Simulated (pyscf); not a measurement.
H₃C–OH (SMILES CO) + GaH (SMILES [GaH]) [singlet] → H₃C–O–GaH₂ (SMILES C[O][GaH2]), an insertion (singlet surface; H–O broken, Ga–O, Ga–H formed). PySCF, gas phase, ωB97X-D3(BJ)/def2-SVP geometries. MP2 and CC: frozen core, UHF for open shells. ΔMP2 is the change of the MP2 total energy from the triple- to the quadruple-zeta basis. Energies in kJ/mol from the separated reactants.

Small-basis levels: PySCF, no dispersion term, spherical d functions. 

Q: In single points B3LYP/6-31G*+LANL2DZ puts the saddle at 97.9 kJ/mol and the reaction energy at -159.2 kJ/mol. Should these be trusted to within a few kcal/mol? Compare with CCSD(T)/def2-TZVPP + ΔMP2(QZVPP).

A: CCSD(T)/def2-TZVPP + ΔMP2(QZVPP) gives ΔE‡ = 110.1 kJ/mol and ΔE = -139.6 kJ/mol. B3LYP/6-31G*+LANL2DZ lies 12.1 kJ/mol under it in the barrier and 19.5 kJ/mol under it in the reaction energy, so on this step it does not hold to within 12.6 kJ/mol. CCSD(T)/def2-TZVPP + ΔMP2(QZVPP) has limits of its own. On the reactant side the descent ends in a bound adduct, 48.7 kJ/mol under the separated species and 158.9 kJ/mol under the saddle at ωB97X-D3(BJ)/def2-TZVP. H₃C–O–GaH₂ lies 91.2 kJ/mol over its isomer H₃C–GaH–OH (electronic energy, ωB97M-D3(BJ)/def2-TZVP). This is the saddle that the search found; another between the same sides may lie lower. The CCSD(T) − MP2 part came from Ansatz, without density fitting, on the same reference. The frozen core leaves the outer d or s,p core shells of the metals and heavy elements correlated in the MP2 and CC values, and def2-TZVPP describes them poorly, which can shift differences by a few kcal/mol. In the def2 sets elements up to Kr have no core potential.
